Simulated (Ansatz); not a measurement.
# NH₂Cl (triplet): wave-function methods side by side at distance Cl1–H2 along a hydrogen transfer = 1.279 Å, cc-pVTZ

The task here is to estimate one member of a computed series from the others.

The runs use Ansatz 0.2.0, Gaussian basis; cc-pVTZ, core rule «outside noble gas», up to 6 orbitals frozen.

To be run: UHF; CCSD(T) on ROHF; CCSD(T) on UHF; BCCD(T) on ROHF; CCSDT(Q) on ROHF; CCSDT(Q) on UHF; CASSCF and NEVPT2, 4 electrons in 4 orbitals; CASSCF and NEVPT2, 14 electrons in 10 orbitals.

**The geometry**

The geometry derives from fragments relaxed apart (PBE0/def2-TZVP) and kept rigid, so it is no stationary point. A hydrogen atom is moved between rigid fragments.

4 atoms, charge 0, spin multiplicity 3.

Atoms are counted from 1 here; the program's logs count them from 0.

Bond lengths: Cl1–H2 1.279 Å, N3–H4 1.040 Å.

Set-up of the first run:

Contents of in.yaml:

```yaml
crystal:
  periodic: [false, false, false]
  atoms:
    - {symbol: Cl, position_ang: [-1.873470, 0.251057, 0.000000]}
    - {symbol: H, position_ang: [-0.594670, 0.251057, 0.000000]}
    - {symbol: N, position_ang: [1.099530, 0.251057, 0.000000]}
    - {symbol: H, position_ang: [1.368611, -0.753170, 0.000000]}
basis:
  gaussian: {orbitals: cc-pVTZ}
magnetization: {spin_polarized: true, initial_magnetization: 2}
hamiltonian: {xc: hf}
output: {orbitals: {seedname: orbitals}}
```

Command:

```bash
$ ansatz run in.yaml --threads 1 --pin off --events-out ev --progress --plain --max-ram 4096MiB --backend cpu
```

Among the steps run: UHF; CCSD(T) on ROHF; CCSD(T) on UHF; BCCD(T) on ROHF; CCSDT(Q) on ROHF; CCSDT(Q) on UHF; CASSCF and NEVPT2, 4 electrons in 4 orbitals; CASSCF and NEVPT2, 14 electrons in 10 orbitals.

One of the session's tables, all rows but one given; the rest of the session is left out.

| method | from UCCSDT(Q) (meV) |
| --- | --- |
| ROHF | +11048.7 |
| UHF | +10831.3 |
| RMP2 | +1390.4 |
| UMP2 | +1403.1 |
| RCCSD | +385.0 |
| UCCSD | +379.2 |
| RCCSD(T) | +41.5 |
| UCCSD(T) | +39.6 |
| BCCD(T) | ? |
| RCCSDT | +15.1 |
| UCCSDT | +12.7 |
| RCCSDT(Q) | +2.5 |
| UCCSDT(Q) | 0 |
| CASSCF pair | +10415.1 |
| NEVPT2 pair | +1388.3 |
| CASSCF valence | +9836.1 |
| NEVPT2 valence | +1995.2 |

Q: Estimate the row for BCCD(T) from the others.

**Answer.** from UCCSDT(Q) (meV): +41.0. In the column «from UCCSDT(Q) (meV)» it lies between UCCSD(T) (+39.6) and RCCSD(T) (+41.5).

Limits of these values: Restricted and unrestricted rows rest on different reference determinants; where their highest levels disagree by more than a few hundredths of an eV, they describe different states and don't form one ladder.
